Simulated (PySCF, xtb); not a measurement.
trimethylamine (C₃H₉N), SMILES CN(C)C.

Harmonic wavenumbers (cm⁻¹) from xtb with GFN2-xTB at its own minimum, in rising order: 219, 237, 238, 373, 423, 423, 872, 1025, 1060, 1060, 1080, 1080, 1190, 1276, 1277, 1413, 1413, 1429, 1487, 1487, 1487, 1496, 1496, 1505, 2832, 2832, 2847, 3008, 3014, 3015, 3016, 3018, 3019.

Question: What does PBE-D3(BJ)/def2-SVP run with PySCF give at its own minimum? (An estimate is asked for; the answer gives what the named calculation found.)

Answer: 263, 266, 266, 325, 414, 414, 843, 1032, 1051, 1051, 1081, 1081, 1157, 1280, 1280, 1375, 1375, 1399, 1399, 1405, 1413, 1431, 1439, 1439, 2815, 2815, 2835, 2994, 2994, 2994, 3050, 3051, 3051. Paired by order, the mean absolute difference is 30 cm⁻¹ and the zero-point energies are 73.8 and 73.0 kcal/mol.
